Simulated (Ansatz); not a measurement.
A calculation on antifluorite Mg₂Si returned lattice constant a 6.365 Å, formation enthalpy -0.159 eV/atom.

For reference: formation enthalpy -0.269 eV/atom (measured, 298 K, copied from a table, unchecked, no zero-point or thermal correction; as tabulated in Wang et al. (2021), doi:10.1038/s41598-021-94550-5).

Problem. Which level of theory produced these numbers?
A) PBE-D4 (Ansatz (a first-principles code))
B) PBE (Ansatz)
C) PBE0 (Ansatz)
D) Hartree–Fock (Ansatz)

Solution. B, PBE (Ansatz)

The others give: PBE0 6.333 Å, -0.197 eV/atom; Hartree–Fock 6.441 Å, -0.364 eV/atom; PBE-D4 6.300 Å, -0.213 eV/atom.

Unless a cell is named, each level is at its own relaxed cell (Hartree–Fock 22.27, PBE 21.49, PBE-D4 20.84, PBE0 21.17 Å³/atom).

Caveats: a distance lies near a switch of the dispersion term, which can move the cell (PBE-D4). Ansatz's density-functional and Hartree–Fock values are scalar-relativistic unless marked +SOC, with PAW data made under PBE.
